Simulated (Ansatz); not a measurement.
**Beta-Sn (white tin): HSE06 after PBE**

How do the levels change when part of the exchange is made exact, and what does it cost? Spin polarisation is left out. The cell comes from an earlier PBE relaxation. Exact exchange is dear, so the k-mesh is coarse, and PBE is run on the same mesh for comparison.

Method: DFT, plane waves (420 eV) with PBE-made PAW files, scalar-relativistic; functionals as named at each step, in Ansatz 0.2.0.

**1. The starting structure**

Symmetry: I4_1/amd, No. 141, tetragonal system. Conventional cell: a = 5.956 Å, b = 5.956 Å, c = 3.206 Å, α = 90.00°, β = 90.00°, γ = 90.00°. Sn (site symmetry -4m2) has 6 Sn at 3.08 to 3.21 Å as nearest neighbours.

Coordinates:

```cif
data_structure
_symmetry_space_group_name_H-M 'I4_1/amd:1'
_symmetry_Int_Tables_number 141
_cell_length_a 5.9561
_cell_length_b 5.9561
_cell_length_c 3.2062
_cell_angle_alpha 90.000
_cell_angle_beta 90.000
_cell_angle_gamma 90.000
_cell_volume 113.74
loop_
_atom_site_label
_atom_site_type_symbol
_atom_site_symmetry_multiplicity
_atom_site_Wyckoff_symbol
_atom_site_fract_x
_atom_site_fract_y
_atom_site_fract_z
_atom_site_occupancy
Sn1 Sn 4 a 0.00000 0.00000 0.00000 1
```

**2. PBE on the coarse mesh**

The run with PBE.

The input, input.yaml:

```yaml
crystal:
  lattice:
    - [-2.9773321019, 2.9790067395, 1.6030901641]
    - [2.9790067395, -2.9773321019, 1.6030901641]
    - [2.9770686048, 2.9770686048, -1.6000204619]
  atoms:
    - { symbol: Sn, position: [2.31878e-05, 0.9999768122, 1.0] }
    - { symbol: Sn, position: [0.7499768122, 0.2500231878, 0.5] }
hamiltonian:
  xc: pbe
  pseudopotentials:
    kind: paw
    azcp:
      Sn: "pseudopotentials/Sn.paw.azcp"
basis:
  ecutwfc: 420
  fft_grid_basis: typed
kpoints:
  mp_grid: { grid: [6, 6, 4], shift: [0, 0, 0] }
magnetization:
  spin_polarized: false
scf:
  occupations: { method: fermi_dirac, width: 0.1 }
```

Standard output, cut to the lines that bear on the results:

```text
Warning: RAYON_NUM_THREADS=4 ignored (pool sized by the plan → 4); use --threads N
[...]
Pseudopotentials: kind: paw
Pseudopotential: Sn, paw, valence charge 14, recommended cutoff 420 eV (normal), <dir>
Functional definition: PBE
[...]
Crystal: 2 atoms, lattice volume = 56.869 Å³
Basis set: ecut = 420 eV, 1113 PW (Γ)
Bands: 18, of which v1, the nominal top of the filled ones, is band 14 counted from 1 (13 counted from 0)
Symmetry: 4 space group operations
Space group: C2/c (ITA 15), of the structure as read, at distance tolerance 3.8e-5 Å
k-points: 47 of 144
[...]
SCF iter   1: F=—  HF=-12048.384031 eV  |F-HF|=—  |Δ(HF+E_count)|=         —  Δρ=9.91e-4  dr2=4.73e-4  ethr=1.77e-3  ⟨swp⟩=5.7  Hψ=4250  notcnv=0
[...]
SCF iter   6: F=-12048.382787 eV  HF=-12048.382787 eV  |F-HF|=5.26e-8  |Δ(HF+E_count)|=   1.85e-7  Δρ=1.06e-5  dr2=4.72e-8  ethr=3.57e-10  ⟨swp⟩=3.0  Hψ=1863  notcnv=0
[...]
SCF converged after 6 iterations
Free energy (F): -12048.382787 eV
[...]
E sigma→0 (E₀):  -12048.366492 eV
Entropy (-TS):   -0.032591 eV (-16.295 meV/atom)
Fermi energy:    10.109171 eV
[...]
```

It took 0.9 s on 4 threads of an x86-64 CPU, shared host; peak memory 0.47 GiB.

**3. HSE06, coarse mesh**

The run with HSE06.

Changes to input.yaml since step 2:

```diff
@@ -9,3 +9,3 @@
 hamiltonian:
-  xc: pbe
+  xc: hse06
   pseudopotentials:
```

Standard output, cut to the lines that bear on the results:

```text
Warning: RAYON_NUM_THREADS=4 ignored (pool sized by the plan → 4); use --threads N
[...]
[... 2 set-up lines as earlier in the session ...]
Functional definition: HSE06
[...]
Crystal: 2 atoms, lattice volume = 56.869 Å³
Basis set: ecut = 420 eV, 1113 PW (Γ)
Bands: 18, of which v1, the nominal top of the filled ones, is band 14 counted from 1 (13 counted from 0)
[... 2 set-up lines as earlier in the session ...]
k-points: 47 of 144
[...]
SCF iter   1: F=—  HF=-12048.382743 eV  |F-HF|=—  |Δ(HF+E_count)|=         —  Δρ=1.08e-3  dr2=5.17e-4  ethr=1.77e-3  ⟨swp⟩=7.7  Hψ=3631  notcnv=0
[...]
Frozen-core exchange: fock
[...]
SCF 2 stopped early in 6 iterations: F = -12056.535908 eV  dr2 = 1.94e-6
hybrid outer 1: dexx = +5.648e-3 eV, tail = 5.10e-5 eV
[...]
Frozen-core exchange: fock
[...]
hybrid SCF converged: 2 outer / 10 inner (+7 warm-up), last move |dexx| = 4.49e-7 eV, tail = 1.72e-7 eV
Stability not checked: this state was not tested for a lower state beside it, because the functional holds exact exchange (a hybrid, or Hartree-Fock), whose exchange loop this test does not read (fock_operator; see scf.lower_state_search)
Free energy (F): -12056.535645 eV
Frozen-core exchange: fock
[...]
E sigma→0 (E₀):  -12056.521960 eV
Entropy (-TS):   -0.027370 eV (-13.685 meV/atom)
Fermi energy:    10.076241 eV
[...]
--- Band table (eV; the first three rows and the last of 47) ---
  k-point 0: bands = ["-13.9536", "-13.8953", "-13.8467", "-13.8348", "-13.6955", "-13.6931", "-13.6884", "-13.6858", "-13.6053", "-13.5131", "-2.1721", "5.8072", "7.7583", "7.7675", "13.2196", "16.5705", "16.5744"]
[...]
  guard bands above this table: 1 of the run's 18 bands, where the rule asks 2: the bands that hold charge and the lowest empty level above them stay in the table. The solve was not asked for them (output.publish_guard_bands: true or output.eigenvalues: true publishes all)
```

Wall time 19 s (4 threads of an x86-64 CPU, shared host); peak memory 1.8 GiB.

**4. The functionals compared**

```
functional               gap on the mesh  Fermi energy (eV)  SCF cycles  exchange loops  CPU time
       PBE  none (levels filled in part)             10.109           6               -     2.5 s
     HSE06  none (levels filled in part)             10.076          17               2      64 s
```

**5. Outcome**

```
                             quantity                         value
                             PBE: gap  none (levels filled in part)
                           HSE06: gap  none (levels filled in part)
    HSE06: SCF cycles, exchange loops                         17, 2
     HSE06: CPU time over that of PBE                            25
HSE06: relative to alpha-Sn (diamond)                 +106 meV/atom
```

What this shows: Both PBE and HSE06 leave levels filled in part. HSE06 cost 25 times the CPU time of PBE. The exchange operator of HSE06 was renewed in 2 outer loops. The cell taken over is 5 % larger than the measured one (27.05 Å³/atom, COD). The dense-mesh value adds +13.0 meV/atom, the change that PBE shows between the coarse mesh and its own dense run (not shown). Under HSE06 it lies 106 meV/atom above alpha-Sn (diamond) (computed apart in the same way); on such meshes a few tens of meV are uncertain for metals. Absolute energies differ from functional to functional, by eV per atom at times, and say nothing by themselves.
